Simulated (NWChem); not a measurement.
**Correlation energy of O (-1)**

```xyz
1

O      0.0000     0.0000     0.0000
```
Charge -1, spin multiplicity 2.

The numbers come from NWChem runs, not from measurements.

Basis set: def2-TZVPD. Each correlation energy counts from its own Hartree-Fock reference.

The correlated methods keep 1 core orbital frozen. No SCF solution was tested for a lower state. Open-shell Hartree-Fock references start from PBE0 orbitals. Coupled-cluster values serve here as a point of comparison, not as the truth.

Task: One of these methods gave a correlation energy of -210.2 mHa. Which?
A) CCSD[T] on UHF
B) SCS-UMP2
C) UMP2
D) CCSD on ROHF

Result: B, SCS-UMP2. The others give -231.3 (CCSD[T] on UHF), -226.9 (CCSD on ROHF), -213.6 (UMP2).
